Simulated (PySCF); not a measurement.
Cyclobutane, C4H8.
Geometry (PBE0-D3(BJ)/def2-SVP, Å), atoms numbered from 1 in this order:
```xyz
12
C4H8 angstrom
C      0.4002    0.9259   -0.3805
C      0.9571   -0.2258    0.4786
C     -0.4750   -0.7877    0.5760
C     -0.8445    0.0596   -0.6575
H      0.1501    1.8034    0.2365
H      0.9957    1.2694   -1.2402
H      1.6113   -0.8883   -0.1101
H      1.4797    0.0291    1.4134
H     -0.6115   -1.8784    0.5178
H     -0.9873   -0.4246    1.4809
H     -0.7315   -0.5172   -1.5889
H     -1.8288    0.5520   -0.6751
```

Computed with PySCF 2.14.0, density-fitted response routines, TDDFT CAM-B3LYP/def2-SVPD, vertical, gas phase, core orbitals frozen in the response.

Ground-to-excited transition dipoles (e·a0, same axes as the geometry; the sign carries no meaning), for the states with f of 0.002 or more among the lowest 2:

```
state  E (eV)     μx      μy     μz
   S1   8.481  0.070  -0.296  0.277
   S2   8.484  0.377   0.151  0.067
```

Question: What oscillator strength does each state have?

Answer: f = (2/3) ΔE |μ|² with ΔE in hartree (27.2114 eV).

```csv
state,|μ|² (au),|μ| (D),f
S1,0.170,1.05,0.035
S2,0.170,1.05,0.035
```

Question: What is the point group, and which symmetry does each of these states have?

Answer: D2d. From a totally symmetric ground state, an allowed state transforms like the component of the dipole operator along its μ. Polarised across the S4 axis, so E: S1 and S2.

Question: What peak molar absorption coefficient would the strongest computed level give as a lone Gaussian band 0.4 eV wide at half height?

Answer: ε(max) = 2.175×10⁸ f / FWHM, with the width in cm⁻¹. S1/S2 (f summed): 2.175×10⁸ × 0.0705 / 3226 ≈ 4800 L mol⁻¹ cm⁻¹.

S1/S2 coincide within about 0.01 eV; within a degenerate level the directions of the single components are arbitrary.

The vertical ionisation energy (ΔSCF) is 11.01 eV, 2.52 eV above S2.

The run took 48 s wall (with the writing of density and orbital grids) on an Arm Neoverse V1 with one thread, no GPU, shared host with 32 logical CPUs at a one-minute load of 10, and the process peaked at 0.61 GiB of memory.

Without π bonds the low states may be Rydberg-like; a valence basis with one diffuse set may place them up to an eV too high.
